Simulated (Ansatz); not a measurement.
ClH$_{2}$NSi, SMILES `N[Si]Cl`. Total charge 0; spin multiplicity 1.

```
atom    x (Å)    y (Å)    z (Å)
  N1  -0.0682   0.1485  -0.6380
 Si2   1.0965  -0.3248   0.5072
 Cl3  -0.1626  -0.4310   2.1899
  H4   0.1834   0.3027  -1.6029
  H5  -1.0490   0.3046  -0.4562
```

(1) List the harmonic frequencies (cm⁻¹, unscaled) at PBE0-D4/def2-TZVP in Ansatz. (Estimate.)

(2) Is this a minimum?

(3) Give the ideal-gas thermochemistry at 298.15 K and 1 bar (rigid rotor, harmonic oscillator; point group Cs, symmetry number 1).

## Answers

(1) The calculation gave: 259, 481, 514, 535, 765, 879, 1565, 3569, 3679.

(2) Yes, all 9 modes are real.

(3) Zero-point energy 73.2 kJ/mol; H(298) − E = 86.5 kJ/mol; entropy 282.1 J/(mol·K), of which translation 163.4, rotation 102.0, vibration 16.6; G(298) − E = 2.4 kJ/mol.
